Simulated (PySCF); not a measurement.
# Peak assignment

Mapped SMILES: `[CH3:1][n:2]1[cH:3][cH:4][n:5][n:6]1`. Each H is labelled by its parent atom.

- B3LYP/pcJ-1 coupling constants (spin–dipole term only in couplings to heteroatoms)
- shielding tensors at PBE0/pcSseg-1 (GIAO)
- coordinates at the PBE0-D3(BJ)/def2-SVP level
- program: PySCF
- rapidly exchanging positions averaged, one conformer, relativity neglected, no solvent model

Scale: 13C (σref 184.41), 1H (σref 31.27) vs TMS (reference shieldings calculated alike).

Task: Assign these signals to the numbered atoms. 13C{1H} NMR (computed): δ 138.5, 126.9, 35.8.

Result: 
138.5 → C4, aromatic CH next to a ring nitrogen
126.9 → C3, aromatic CH next to a ring nitrogen
35.8 → C1, methyl carbon bonded to N: the inductive effect lowers its shielding

Task: Assign these signals to the numbered atoms. 1H NMR (400 MHz, computed): δ 7.70 (d, J = 1.3 Hz, 1H), 7.43 (d, J = 1.3 Hz, 1H), 4.01 (s, 3H).

Result: 
7.70 → H(C4), hydrogen on an aromatic CH next to a ring nitrogen: aromatic region
7.43 → H(C3), hydrogen on an aromatic CH next to a ring nitrogen
4.01 → H(C1), hydrogen on a methyl carbon bonded to N: its carbon carries N, which withdraws density

Splittings below 1 Hz are ignored in the labels, and close J values are merged. Unscaled 3J(H,H) at this level run about 10 % above measured values. Shifts are as computed. Against solution values, carbons near 30 ppm lie about +2 ppm off and those near 130 ppm about +5 ppm. Of 1211 compounds with measured shifts, 218 miss one by over three times the rms of a fit or turn the order of signals round; such compounds aren't used in these exercises.
